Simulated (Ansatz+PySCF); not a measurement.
Results of a calculation; reference values are marked as such.
## PySCF 2.14.0 run

```python
from pyscf import gto, scf

mol = gto.M(atom="""
N 0.000000 0.000000 -0.130850
H 0.000000 0.000000 0.915930
Li 30.000000 0.000000 -1.438060
H 30.000000 0.000000 4.314180
""", basis='6-31g', charge=0, spin=2)
mf = scf.UHF(mol)
mf.init_guess = 'huckel'
mf.kernel()
while True:  # follow internal instabilities
    mo, _, stable, _ = mf.stability(return_status=True)
    if stable: break
    mf.kernel(mf.make_rdm1(mo, mf.mo_occ))
print(mf.converged, mf.e_tot, mf.spin_square()[0])
```

The script is written out from the run's settings.

Output:

| Property | Result |
| --- | --- |
| Converged | yes |
| Total energy | -62.87234 hartree |
| Spin squared of the determinant | 3.013 |

Caution: the unrestricted determinant is a mixture of spin states.
